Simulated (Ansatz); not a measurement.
# Scan of [GeH$_{3}$···H···H], doublet

Starting geometry:

```yaml
atoms:
  - { symbol: Ge, position_ang: [-0.0380, 0.0000, 0.0000] }
  - { symbol: H, position_ang: [-0.5494, 1.4466, 0.0000] }
  - { symbol: H, position_ang: [-0.5494, -0.7233, 1.2528] }
  - { symbol: H, position_ang: [-0.5494, -0.7233, -1.2528] }
  - { symbol: H, position_ang: [1.4964, 0.0000, 0.0000] }
  - { symbol: H, position_ang: [2.8900, 0.0000, 0.0000] }
```

From there H5 is moved from one fragment to the other while all else, the fragments' distance too, stays fixed; atoms are numbered as listed. Energies are in kJ/mol, counted from the starting geometry at the same level.

Basis cc-pVDZ; Ansatz 0.2.0. Only valence electrons are correlated (noble-gas cores and the filled d shells of p-block atoms frozen). Prefix R: restricted or restricted open-shell reference; prefix U: unrestricted. No spin–orbit coupling is included, and no scalar relativity.

Full CI isn't at hand for all of this; RCCSDTQ serves as the reference, and is uncertain by about the last step of the cluster series. The frozen core follows each run's orbitals, which can shift R against U totals by a few meV for light atoms and by up to 0.1 eV past Ca.

```tsv
distance Ge1-H5 (Å)	RCCSDTQ	error UHF	error RCCSD	error RCCSD(T)	error UCCSD(T)	error RCCSDT	error UCCSDT
1.534	0.0	0.0	0.0	0.0	0.0	0.0	0.0
1.627	-0.7	6.3	0.6	0.2	0.1	0.0	0.0
1.812	-2.5	20.5	1.7	0.4	0.3	0.1	0.0
1.998	-34.5	25.6	0.5	0.2	0.0	0.0	-0.3
2.183	-60.3	17.2	-0.5	0.0	-0.4	0.0	-0.4
```

Errors are those of relative energies. In total energy the starting point itself misses RCCSDTQ by: UHF 397.3, RCCSD 8.8, RCCSD(T) 1.9, UCCSD(T) 1.9, RCCSDT 0.2, UCCSDT 0.2 kJ/mol.

Spread of the error over the points with a reference, to 2.183 Å (largest less smallest): RCCSDT 0.1, UCCSDT 0.4, RCCSD(T) 0.4, UCCSD(T) 0.7, RCCSD 2.2, UHF 25.6 kJ/mol.
